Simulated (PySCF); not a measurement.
# Core binding energy against partial charge

Species: C3H2ClNS.
Structure used (PBE0-D3(BJ)/def2-SVP), in Å, numbered top down from 1:
```
atom  x, y, z in Å
Cl1    3.171   -0.039   -0.053
C2     1.484    0.202   -0.074
C3     0.504   -0.686    0.293
C4    -0.769   -0.078    0.121
N5    -0.788    1.154   -0.332
S6     0.760    1.679   -0.588
H7     0.690   -1.696    0.657
H8    -1.723   -0.568    0.340
```

Binding energies: delta-SCF UKS SCAN, pcX-2 on the ionised atom, pcseg-1 elsewhere, spin-free X2C in PySCF. Charges: PBE0/pcSseg-1 ground-state density, for the ionised atom.

```json
{"atom": "C3", "environment": "aromatic CH carbon", "C 1s (eV)": "291.01", "Mulliken (e)": "-0.037", "IAO (e)": "-0.227", "Hirshfeld (e)": "-0.088", "ESP (e)": "-0.197"}
{"atom": "C4", "environment": "aromatic CH next to a ring nitrogen", "C 1s (eV)": "291.80", "Mulliken (e)": "+0.136", "IAO (e)": "-0.028", "Hirshfeld (e)": "+0.005", "ESP (e)": "+0.179"}
{"atom": "C2", "environment": "aromatic C–Cl carbon", "C 1s (eV)": "292.74", "Mulliken (e)": "-0.332", "IAO (e)": "-0.192", "Hirshfeld (e)": "-0.019", "ESP (e)": "-0.086"}
```

Question: Give the correlation coefficient and slope of binding energy on charge for each scheme.

Answer: Hirshfeld: r = 0.68, slope 12.2 eV per e; ESP: r = 0.24, slope 1.1 eV per e; IAO: r = 0.11, slope 0.9 eV per e; Mulliken: r = -0.66, slope -2.4 eV per e. Hirshfeld charges have the highest r, on only 3 points.

Question: The point-charge model writes a binding energy as kq + V + constant, with V the potential of the other atoms' charges at the site. What does it give with the ESP charges?

Answer: V = Σ 14.40 eV Å × q/r over all other atoms: +2.64 eV at C3, -3.14 eV at C4, +0.25 eV at C2. Fitting binding energy − V to q gives k = 15.9 eV per e and leaves an rms residual of 1.00 eV, against 0.69 eV for the fit on q alone. The model has no term for differences in relaxation between sites.

Geometry: PBE0-D3(BJ)/def2-SVP; no solvent, vibrations or thermal averaging.
